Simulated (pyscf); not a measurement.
9 transition-metal steps of one kind (four-centre exchange, closed-shell): barrier in eV, from the separated reactants or the lowest minimum found. PySCF, gas phase, ωB97X-D3(BJ)/def2-SVP geometries. Functionals in def2-TZVP; the last column is ωB97M-D3(BJ)/def2-TZVP. Rows were drawn at random from the steps of this kind and element class whose saddle was verified and whose references are stable.

```
step                                                  PBE  PBE0-D3(BJ)  r²SCAN  ωB97M-D3(BJ)
---------------------------------------------------  ----  -----------  ------  ------------
H₃C–CH₂–ZnH + H₂ → H₃C–CH₃ + ZnH₂                    1.54         1.55    1.52          1.71
H₃C–CH₂–ZnH + HF → H₃C–CH₃ + F–ZnH                   0.20         0.24    0.13          0.32
H₃C–Zn–SH + H₂ → CH₄ + HS–ZnH                        1.70         1.71    1.69          1.87
O=Cr(=O)(F)–F + HCl → O=Cr(=O)(F)–Cl + HF            0.55         0.61    0.55          0.73
O=W(=O)(F)–Cl + HF -> O=W(=O)(F)–F + HCl             0.26         0.36    0.23          0.40
HF + F–Mo(F)(F)(F)(F)–Cl → F–Mo(F)(F)(F)(F)–F + HCl  0.63         0.69    0.53          0.71
H₃C–ZnH + H₂O -> H₃C–Zn–OH + H₂                      0.60         0.66    0.57          0.77
H₃C–CH₂–ZnH + H₂O → H₃C–CH₃ + HO–ZnH                 0.63         0.64    0.55          0.74
O=MoH(F)(F)–F + HF → O=Mo(F)(F)(F)–F + H₂            0.38         0.60    0.34          0.73
```

Differences from the last column (eV): PBE: mean -0.16, median -0.17, mean size 0.16, lower in 9 of 9; PBE0-D3(BJ): mean -0.10, median -0.11, mean size 0.10, lower in 9 of 9; r²SCAN: mean -0.21, median -0.19, mean size 0.21, lower in 9 of 9. PBE is closest for row 6 (0.08 eV apart) and farthest for row 9 (0.35 eV). PBE, r²SCAN and M06-2X carry no added dispersion term. The last column is a level with limits of its own. Each barrier is that of the saddle found. Elements up to Kr have no core potential and no relativistic terms here. Elements past Kr carry the def2 core potentials, without spin-orbit coupling.
